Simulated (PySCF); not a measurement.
**Static response to an electric field**

Compound: trans-1,2-difluoroethene, C2H2F2.
Numbering: `[F:1]/[CH:2]=[CH:3]/[F:4]` (hydrogens: H5 on C2; H6 on C3)

Geometry (PBE0-D3(BJ)/def2-SVP, Å), atoms numbered from 1 in this order:
```
atom  x, y, z in Å
F1     0.830   -0.602   -1.435
C2     0.424    0.211   -0.467
C3    -0.424   -0.211    0.467
F4    -0.830    0.602    1.435
H5     0.835    1.223   -0.506
H6    -0.835   -1.223    0.506
```

Level: CAM-B3LYP/def2-SVPD (PySCF), static field, nuclei fixed, core orbitals frozen in the response. The polarisability tensor in these axes (au):

```
x   26.51  2.32 -7.34
y    2.32 25.96 -0.21
z   -7.34 -0.21 30.07
```

Question: Diagonalise the tensor; give its mean and Δα, where Δα² is half the sum of the squared differences of the eigenvalues.

Answer: Principal values 20.22, 26.22 and 36.10 au; mean 27.51 au = 4.08 Å³ = 4.54 × 10⁻⁴⁰ C²·m²/J; Δα = 13.88 au (50 % of the mean).

Question: What is the dipole moment?

Answer: 0.00 D; point group C2h allows none.

Question: Give the principal axes and the span of the nuclei along them.

Answer: Largest value along (-0.62, -0.16, 0.77), where the nuclei span 3.04 Å; middle along (0.13, 0.94, 0.30), 2.22 Å; least along (0.77, -0.29, 0.57), 0.00 Å. The response follows the extents in order.

Question: Rayleigh depolarisation ratio (linearly polarised light, static tensor)?

Answer: ρ = 3Δα²/(45ᾱ² + 4Δα²) = 578.3/(34068 + 771.1) = 0.0166.

Question: Refractivity n − 1 of an ideal gas of it at 273.15 K and 1 atm, from the electronic α?

Answer: N = p/kT = 2.6868 × 10¹⁹ cm⁻³, so n − 1 = 2π × N × 4.08 × 10⁻²⁴ cm³ = 688 × 10⁻⁶ at long wavelengths, for an ideal gas.

Geometry: PBE0-D3(BJ)/def2-SVP; no solvent, vibrations or thermal averaging.
